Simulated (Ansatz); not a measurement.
# AlHO (triplet): from Hartree-Fock to the top rungs, def2-TZVPP

The task here is to estimate one member of a computed series from the others.

The runs use Ansatz 0.2.0, Gaussian basis; def2-TZVPP, core rule «outside noble gas», up to 6 orbitals frozen.

Plan: UHF; ROHF; CCSD(T) on UHF.

2 further runs of the same task are left out: 2 set aside as unsound or not needed.

### The geometry

The geometry is a PBE0/def2-TZVP stationary point (not a proven minimum) of the parent state, kept for this charge and spin.

3 atoms, charge 0, spin multiplicity 3.

Atoms are counted from 1 here; the program's logs count them from 0.

Bond lengths: Al1–O2 1.594 Å, Al1–H3 1.568 Å. Angles: O2–Al1–H3 180.0°.

Set-up of the first run:

Contents of in.yaml:

```yaml
crystal:
  periodic: [false, false, false]
  atoms:
    - {symbol: Al, position_ang: [0.000000, 0.000000, 0.008471]}
    - {symbol: O, position_ang: [0.000000, 0.000000, -1.585277]}
    - {symbol: H, position_ang: [0.000000, 0.000000, 1.576806]}
basis:
  gaussian: {orbitals: def2-TZVPP}
magnetization: {spin_polarized: true, initial_magnetization: 2}
hamiltonian: {xc: hf}
output: {orbitals: {seedname: orbitals}}
```

On the command line:

```bash
$ ansatz run in.yaml --threads 1 --pin off --events-out ev --progress --plain --max-ram 2816MiB --backend cpu
```

Among the steps run: UHF; ROHF; CCSD(T) on UHF.

One of the session's tables, all rows but one given; the rest of the session is left out.

```
  method  from UCCSD(T) (kJ/mol)
    ROHF                       ?
     UHF                  +732.6
    UMP2                   +83.3
   UCCSD                   +22.3
UCCSD(T)                       0
```

Q: Estimate the row for ROHF from the others.

The run gave: from UCCSD(T) (kJ/mol): +749.4. In the column «from UCCSD(T) (kJ/mol)» it is the highest.

Caveats from the session: Warnings: coupled cluster took another determinant than the lowest.
